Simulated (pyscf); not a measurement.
Single points on ωB97X-D3(BJ)/def2-SVP structures (PySCF, gas phase).

**Question.** Estimate the classical barrier height and the reaction energy of `[F][N][F]` [doublet] + `[F][SiH2][F]` → `[F][N]([F])[SiH]([F])[F]` + `[H]` [doublet] at ωB97M-D3(BJ)/def2-TZVP. The step runs on the doublet surface, breaks H–Si and forms N–Si; take the separated reactants as zero.

**Answer.** ΔE‡ = 175.3 kJ/mol, ΔE = +129.5 kJ/mol. Zero-point energy shifts the barrier by -7.1 kJ/mol. It is a substitution at Si, with an imaginary mode of 433i cm⁻¹. The same reactants have a lower exit, to F–NH–F + F–SiH•–F (barrier +115.8 kJ/mol at ωB97M-D3(BJ)/def2-TZVP, against +175.3 kJ/mol here). F–N(F)–SiH(F)–F lies 400.5 kJ/mol over its isomer F–NH–Si(F)(F)–F (electronic energy, ωB97M-D3(BJ)/def2-TZVP). This is the saddle that the search found; another between the same sides may lie lower. The angle at the attacked Si is 156°.
